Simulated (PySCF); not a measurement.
Species: lithium fluoride, LiF.
Cartesian coordinates in Å at the PBE0-D3(BJ)/def2-TZVP level; atoms count from 1:
```xyz
2
LiF angstrom
Li     0.7869   -0.0399    0.0052
F     -0.7723    0.0110   -0.0174
```

Method: PBE0-D3(BJ)/def2-TZVP geometry optimisation, gas phase (PySCF 2.14.0).

Masses are those of the commonest isotopes; rigid-rotor values at the optimised geometry. 

(1) What are the moment of inertia and the rotational constant?

(2) List the first levels of a rigid rotor in a Σ state.

(3) Where do the first rotational lines fall?

(4) Estimate the classical rotational partition function at 10 K, 25 K and 298.15 K.

Answers

(1) I = 12.473 u·Å², B = 505379 MHz·u·Å²/I = 40518 MHz (1.3515 cm⁻¹, or 1.945 K as hB/k). For two atoms I = μr² with μ = 5.1238 u and r = 1.5602 Å.

(2) E(J) = BJ(J+1): J = 1: 2.703, J = 2: 8.109, J = 3: 16.218, J = 4: 27.031, J = 5: 40.546, J = 6: 56.764 cm⁻¹.

(3) The dipole is 6.18 D; J+1 ← J lies at 2B(J+1): 1 ← 0 at 81.04 GHz, 2 ← 1 at 162.07 GHz, 3 ← 2 at 243.11 GHz, 4 ← 3 at 324.14 GHz, 5 ← 4 at 405.18 GHz, 6 ← 5 at 486.21 GHz.

(4) Point group C∞v, symmetry number σ = 1; q = kT/(σhB), k/h = 20836.6 MHz/K: 5.1 at 10 K, 12.9 at 25 K, 153 at 298.15 K.

Stationary, but not proved a minimum. These are rigid-rotor constants of the computed structure; measured ground-state constants (B0) also hold zero-point vibration.
